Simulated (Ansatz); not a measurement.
Reaction (SMILES): Cl[C]Cl (closed-shell singlet) + 3 [H][H] (H2) → C (CH4) + 2 Cl (HCl)
B3LYP-D3(BJ)/def2-TZVP geometries, fixed; electronic energies without zero-point terms.

Energies in hartree at B3LYP with Ansatz (an electronic-structure program); the energy of full hydrogenation is their sum with the coefficients shown, times 627.509 kcal/mol a hartree. All functions are spherical. The program fits the integrals of some runs and decomposes those of others, by size. No added dispersion term, no relativity.

```json
[
 {"species": "Cl[C]Cl (closed-shell singlet)", "coefficient": "-1", "part": "B3LYP", "cc-pV(D+d)Z": "-958.43809", "cc-pV(T+d)Z": "-958.48002", "cc-pV(Q+d)Z": "-958.49093"},
 {"species": "[H][H] (H2)", "coefficient": "-3", "part": "B3LYP", "cc-pV(D+d)Z": "-1.17339", "cc-pV(T+d)Z": "-1.18000", "cc-pV(Q+d)Z": "-1.18053"},
 {"species": "C (CH4)", "coefficient": "+1", "part": "B3LYP", "cc-pV(D+d)Z": "-40.51605", "cc-pV(T+d)Z": "-40.53824", "cc-pV(Q+d)Z": "-40.54150"},
 {"species": "Cl (HCl)", "coefficient": "+2", "part": "B3LYP", "cc-pV(D+d)Z": "-460.82393", "cc-pV(T+d)Z": "-460.84401", "cc-pV(Q+d)Z": "-460.84840"}
]
```

### Question
Predict the energy of full hydrogenation in cc-pV(5+d)Z (X = 5): let each B3LYP step shrink by the ratio of the last two. Compare with the run.

### Answer

- Cl[C]Cl (closed-shell singlet): steps -0.04193 and -0.01091, ratio 0.260, so B3LYP -958.49377 (run: -958.49807).
- [H][H] (H2): steps -0.00661 and -0.00053, ratio 0.080, so B3LYP -1.18057 (run: -1.18069).
- C (CH4): steps -0.02219 and -0.00326, ratio 0.147, so B3LYP -40.54198 (run: -40.54262).
- Cl (HCl): steps -0.02008 and -0.00439, ratio 0.219, so B3LYP -460.84936 (run: -460.85159).
Predicted -128.78 kcal/mol; the run in cc-pV(5+d)Z gives -129.05, a miss of 0.28. Keeping the value in cc-pV(Q+d)Z, -129.13, would miss by -0.08. All sums are of the energies as printed.
